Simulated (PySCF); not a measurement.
Species: C₆H₇ (doublet state).
Atom-mapped SMILES: `[CH2:1]=[C:2]=[C:3][C:4](=[CH2:5])[CH3:6]` (hydrogens: H7, H8 on C1; H9, H10 on C5; H11, H12, H13 on C6)

Geometry (GFN2-xTB, Å), atoms numbered from 1 in this order:
```
atom  x, y, z in Å
C1     3.063   -0.338    0.369
C2     1.757   -0.138    0.168
C3     0.553    0.055   -0.024
C4    -0.806    0.248   -0.223
C5    -1.263    1.239   -1.017
C6    -1.733   -0.700    0.488
H7     3.410   -1.133    1.005
H8     3.799    0.292   -0.101
H9    -2.316    1.391   -1.172
H10   -0.589    1.911   -1.519
H11   -2.769   -0.461    0.265
H12   -1.531   -1.725    0.180
H13   -1.579   -0.639    1.565
```

The hyperfine couplings belong to this conformer and change with its torsions.

Computed with UKS B3LYP, pcH-1 on C H, non-relativistic, mean-field spin-orbit, GIAO in PySCF 2.14.0. Isolated species at its GFN2-xTB geometry, gas phase. Couplings are sensitive to structure, and on GFN2-xTB geometries they can be far from those on DFT ones. Stability of the SCF solution: not tested. ⟨S²⟩ is 0.788 where a pure state has 0.75.

Q: Predict the first-order ENDOR lines of H8, H7, H9, H10 and H11/H12/H13 under fast tumbling at B = 1208.6 mT (Q band).

A: ν± = |νn ± a/2|, one line for each electron-spin manifold; νn = |g_N| × 7.62259 MHz/T × B.

```tsv
nuclei	isotope	g_N	νn (MHz)	a_iso (MHz)	lower line (MHz)	upper line (MHz)
H8	1H	5.5857	51.46	-44.00	29.46	73.46
H7	1H	5.5857	51.46	-43.91	29.51	73.41
H9	1H	5.5857	51.46	-24.70	39.11	63.81
H10	1H	5.5857	51.46	-24.04	39.44	63.48
H11/H12/H13	1H	5.5857	51.46	-9.41	46.75	56.16
```

Q: Which pairs are centred on the nuclear Larmor frequency, and which on half the coupling?

A: Centred on νn, since |a| < 2νn: H8, H7, H9, H10 and H11/H12/H13. No pair has |a| > 2νn.

Q: At what field would the lower line of H9 fall to zero frequency?

A: Where νn = |a|/2, that is B = 12.35 MHz/(5.5857 × 7.62259 MHz/T) = 290 mT, as far as first order holds there.

Class means assume fast exchange of nuclei equivalent by connectivity; if that motion is slow, each nucleus keeps its own coupling. H7 and H8 aren't averaged: C1 is flat or nearly so (angle sum 360°), and its turn about the short C1–C2 bond (1.34 Å) is taken as slow. The three 1H nuclei of mean -9.4 MHz run from -13.6 to -1.0 MHz in the frozen geometry.

The SMILES draws the unpaired electron on C3; the largest computed Mulliken spin population is on C1 (0.65 against 0.47).
